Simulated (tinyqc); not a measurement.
Worked calculation: CIS and TDHF on RHF in the sto-3g basis, frozen core, for H2O, spin multiplicity 1. One step of it, computed by the program tinyqc.

Question. CIS matrix, singlets. A(ia,jb) = (e_a - e_i) d_ij d_ab + 2 (ia|jb) - (ij|ab).

orbital energies (hartree): MO1 -20.246121, MO2 -1.316863, MO3 -0.635112, MO4 -0.482030, MO5 -0.402809, MO6 0.682192, MO7 0.798007

Two-electron integrals over orbitals (pq|rs), unique and non-zero (hartree); the lowest 1 orbital is frozen and left out:
```
(22|22) 0.740856    (32|22) 0.002399    (32|32) 0.148601    (33|22) 0.664908
(33|32) -0.001149   (33|33) 0.655785    (42|22) 0.018826    (42|32) 6.05e-07
(42|33) 0.007192    (42|42) 0.116890    (43|22) 0.000981    (43|32) 0.012761
(43|33) 0.000665    (43|42) -0.001607   (43|43) 0.046157    (44|22) 0.672967
(44|32) -0.001017   (44|33) 0.614100    (44|42) -0.104207   (44|43) 0.002393
(44|44) 0.806209    (52|52) 0.141425    (53|52) -0.000892   (53|53) 0.030472
(54|52) -0.050210   (54|53) 0.000606    (54|54) 0.060376    (55|22) 0.746084
(55|32) -0.000341   (55|33) 0.645699    (55|42) -0.065421   (55|43) 0.002132
(55|44) 0.738036    (55|55) 0.880159    (62|22) 0.148614    (62|32) -0.002835
(62|33) 0.085331    (62|42) 0.015440    (62|43) 0.002662    (62|44) 0.092857
(62|55) 0.163842    (62|62) 0.106303    (63|22) -0.009570   (63|32) -0.032825
(63|33) -0.006553   (63|42) 0.005181    (63|43) -0.023302   (63|44) -0.010522
(63|55) -0.013124   (63|62) -0.007755   (63|63) 0.062782    (64|22) 0.082466
(64|32) 0.005349    (64|33) 0.042679    (64|42) -0.033574   (64|43) 0.000782
(64|44) 0.119760    (64|55) 0.106377    (64|62) 0.057226    (64|63) -0.008125
(64|64) 0.063651    (65|52) 0.060068    (65|53) -0.001979   (65|54) -0.004804
(65|65) 0.039990    (66|22) 0.633840    (66|32) -0.012517   (66|33) 0.585152
(66|42) 0.059425    (66|43) -0.005539   (66|44) 0.556612    (66|55) 0.601092
(66|62) 0.103172    (66|63) 0.004290    (66|64) 0.040470    (66|66) 0.611602
(72|22) 0.011043    (72|32) 0.030860    (72|33) 0.005520    (72|42) -0.000182
(72|43) -0.037476   (72|44) 0.008032    (72|55) 0.012394    (72|62) 0.003835
(72|63) 0.037048    (72|64) 0.005053    (72|66) 0.009104    (72|72) 0.059022
(73|22) 0.119836    (73|32) -0.003349   (73|33) 0.090093    (73|42) -0.079545
(73|43) 0.000432    (73|44) 0.160629    (73|55) 0.180970    (73|62) 0.077575
(73|63) -0.006507   (73|64) 0.073513    (73|66) 0.035447    (73|72) 0.008377
(73|73) 0.151825    (74|22) 0.003039    (74|32) -0.080821   (74|33) 0.003209
(74|42) -0.000864   (74|43) 0.008659    (74|44) 0.006155    (74|55) 0.005094
(74|62) 0.004555    (74|63) 0.037694    (74|64) -0.001654   (74|66) 0.009907
(74|72) -0.014181   (74|73) 0.006472    (74|74) 0.071381    (75|52) 0.004467
(75|53) 0.023192    (75|54) -0.000664   (75|65) 0.001209    (75|75) 0.023280
(76|22) 0.002041    (76|32) 0.097765    (76|33) -0.003213   (76|42) 0.004055
(76|43) 0.039922    (76|44) -0.004241   (76|55) -0.001052   (76|62) 0.002823
(76|63) -0.055000   (76|64) 0.004845    (76|66) -0.012127   (76|72) -0.015645
(76|73) -0.006642   (76|74) -0.056667   (76|76) 0.109243    (77|22) 0.631495
(77|32) 0.013841    (77|33) 0.624283    (77|42) -0.006548   (77|43) 0.005667
(77|44) 0.613728    (77|55) 0.626196    (77|62) 0.070384    (77|63) -0.013318
(77|64) 0.035920    (77|66) 0.575366    (77|72) 0.003499    (77|73) 0.081149
(77|74) -0.006294   (77|76) 0.011609    (77|77) 0.628378
```

Give: CIS matrix A, singlet.

Answer.

CIS matrix A, singlet (hartree), lower triangle:
```
         2>6      2>7      3>6     3>7     4>6     4>7     5>6     5>7
2>6   1.5778
2>7   0.0056   1.6014
3>6  -0.0030  -0.0237   0.8577
3>7   0.0574   0.0029  -0.0098  1.1125
4>6   0.0550   0.0061  -0.0107  0.1071  0.7349
4>7   0.0051  -0.0218   0.0355  0.0073  0.0009  0.8091
5>6   0.0000   0.0000   0.0000  0.0000  0.0000  0.0000  0.5639
5>7   0.0000   0.0000   0.0000  0.0000  0.0000  0.0000  0.0035  0.6212
```
